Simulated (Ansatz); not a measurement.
One change: `C=C(O)OCF` becomes `C=C(O)OC`.

Ansatz, PBE0-D4/def2-TZVP geometries, multiplicity 1. Each molecule was computed in one conformer, which needn't be the lowest.

| property | `C=C(O)OCF` |
| --- | --- |
| LUMO energy (PBE/def2-TZVPP) / eV | 0.22 |
| LUMO energy (ωB97M-V/def2-TZVPP) / eV | 2.64 |
| HOMO–LUMO gap (PBE0/def2-TZVPP) / eV | 7.85 |
| size of the dipole moment (ωB97M-V/def2-TZVPP) / D | 0.55 |
| HOMO energy (PBE0/def2-TZVPP) / eV | -6.65 |
| LUMO energy (B3LYP/def2-TZVPP) / eV | 0.80 |

Q: What does the change do to each property? (An estimate is asked.)

A: Computed: 
```tsv
property	`C=C(O)OC`	shift
LUMO energy (PBE/def2-TZVPP) / eV	0.43	0.21
LUMO energy (ωB97M-V/def2-TZVPP) / eV	2.77	0.13
HOMO–LUMO gap (PBE0/def2-TZVPP) / eV	7.60	-0.25
size of the dipole moment (ωB97M-V/def2-TZVPP) / D	2.23	1.68
HOMO energy (PBE0/def2-TZVPP) / eV	-6.27	0.38
LUMO energy (B3LYP/def2-TZVPP) / eV	0.94	0.14
```

With PBE0 the HOMO rises by 0.38 eV and the LUMO rises by 0.13 eV, so the gap narrows by about 0.25 eV. PBE moves the HOMO by 0.36 eV and ωB97M-V by 0.38 eV. Dipoles are sizes alone; their direction can turn.

B3LYP here is the variant with VWN-RPA as its local correlation; programs differ in this.
